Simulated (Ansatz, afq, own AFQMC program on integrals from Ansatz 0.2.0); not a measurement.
AFQMC on a folder of integrals that Ansatz 0.2.0 wrote.

```yaml
crystal:
  periodic: [false, false, false]
  atoms:
    - {symbol: Al, position_ang: [0.000000, 0.000000, 0.000000]}
    - {symbol: O, position_ang: [0.000000, 0.000000, 3.219000]}
basis:
  gaussian: {orbitals: 6-31G}
magnetization: {spin_polarized: true, initial_magnetization: 3}
correlation: {method: ccsd_t, electrons: outside_noble_gas, hamiltonian_folder: ham}
```

```sh
$ ansatz run in.yaml --threads 1 --pin off --events-out ev --progress --plain --max-ram 24576MiB --backend cuda --devices 0, --max-vram 18GiB
```

afq runs on the folder ham with

```
--method free --trial cisd --walkers 20 --time-step 0.01 --max-blocks 30 --target-error 0.00144 --factor-cut 1e-06 --seed 300 --times 0.0,0.5,1.0,2.0,3.0,4.0 --taylor-order 10
```

Times are imaginary, in 1/Eh. The walk had a cap of 60 s.

Log:

```
orbitals 16  electrons 6 3  factors 87 of 213
reference energy -316.63477379 Eh
CCSD correlation -0.08798235 Eh in 18 cycles, weight of the determinant in the CISD state 0.9333
repeat  energy at the last time / Eh  error
    10  -316.723703  0.000592
    20  -316.723483  0.000407
    30  -316.723745  0.000312
time / (1/Eh)  energy / Eh  error  mean overlap
  0.00  -316.722874  0.000219  1.0671
  0.50  -316.723506  0.000227  1.0449
  1.00  -316.723543  0.000277  1.0460
  2.00  -316.723755  0.000281  1.0601
  3.00  -316.723570  0.000273  1.0632
  4.00  -316.723745  0.000312  1.0220
energy -316.723745 +/- 0.000312 Eh
```

The run passed its tests (error under three times the target), which doesn't prove that it has relaxed.

Against this walk (error 8.5 meV) on the same determinant: CCSD(T) 11.4 meV higher (within the noise), CCSDT(Q) 3.2 meV higher (within the noise), CCSDTQ 2.9 meV higher (within the noise), full CI 2.9 meV higher (within the noise). The error is statistical, and a free projection of finite length keeps a remainder of its start.

Cautions: remainder of the start not in the error; lower spins were not checked; so few walkers bias the energy.

The walk took 24 s on 1 × NVIDIA H100 80GB HBM3 with 2 threads of AMD EPYC 7R13 Processor (Zen 3), with other jobs on the host (the card was shared). The log's last line is the free-projection energy.

CCSDT and higher add their correlation energy to the determinant of the CCSD(T) run, since their own runs factorise the integrals more tightly (a shift of under 2 meV). A walk keeps the symmetry of its determinant, which the program's search chose and which needn't be the lowest solution, so a lower state of the same spin and another symmetry isn't excluded.
